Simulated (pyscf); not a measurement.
Thermochemistry of product channels of •H₂C–NH₂ on the doublet surface, in kJ/mol, from ωB97M-D3(BJ)/def2-TZVP energies (ideal gas, 1 atm, RRHO with modes under 100 cm⁻¹ raised to 100, one conformer, R ln 2 for rigid chiral ones). Structures and frequencies: ωB97X-D3(BJ)/def2-SVP in PySCF.

| products | ΔE | ΔH(298 K) | ΔG(900 K) | ΔG(1200 K) |
|---|---|---|---|---|
| •HC=NH + H₂ | [?] | +128.0 | +18.9 | -18.7 |
| H₃C–NH• | +30.4 | +27.5 | +27.0 | +27.4 |
| H₂C=NH + H• | +181.3 | +159.8 | +68.7 | +37.4 |
| H₂C=N• + H₂ | [?] | +92.2 | -12.6 | [?] |

Task: Fill in the missing entries.

Result: 
- •HC=NH + H₂, ΔE: +158.0
- H₂C=N• + H₂, ΔE: +123.9
- H₂C=N• + H₂, ΔG(1200 K): -48.7

The channel to •HC=NH + H₂ turns favourable between 298 and 1200 K (ΔG from +93.3 kJ/mol to -18.7 kJ/mol). The channel to H₂C=N• + H₂ turns favourable between 298 and 1200 K (ΔG from +58.8 kJ/mol to -48.7 kJ/mol).

These are energies of the channels, which say nothing of barriers.
